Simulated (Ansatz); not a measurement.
We consider 1T (CdI2-type) PtSe2, described by PBEsol in Ansatz (PAW).

Settings: plane-wave cutoff 500 eV, 12×12×8 k mesh (along the axes of the cell as run), Fermi–Dirac smearing 0.05 eV, scalar-relativistic PAW data made under PBE.

Computed at the level's own relaxed cell.

Predict the equilibrium volume per atom, equilibrium lattice constant a and c axis length.


- equilibrium volume per atom: 19.85 Å³/atom
- equilibrium lattice constant a: 3.760 Å
- c axis length: 4.863 Å

Measured, for comparison: lattice constant a 3.727 Å (temperature not stated, not corrected to a static lattice; as tabulated in Björkman (2014), arXiv:1406.2436); lattice parameter c 5.074 Å (temperature not stated, zero-point anharmonic expansion removed (computed with revB86b-DF2); no thermal correction; as tabulated in Björkman (2014), arXiv:1406.2436). Computed (rounded) less measured: lattice constant a +0.9 %, lattice parameter c -4.2 %.

Note: the cell comes from a level without a dispersion term, which matters for the spacing of layers, chains or molecules.

Spin–orbit coupling is not included.

Ansatz is a first-principles code.
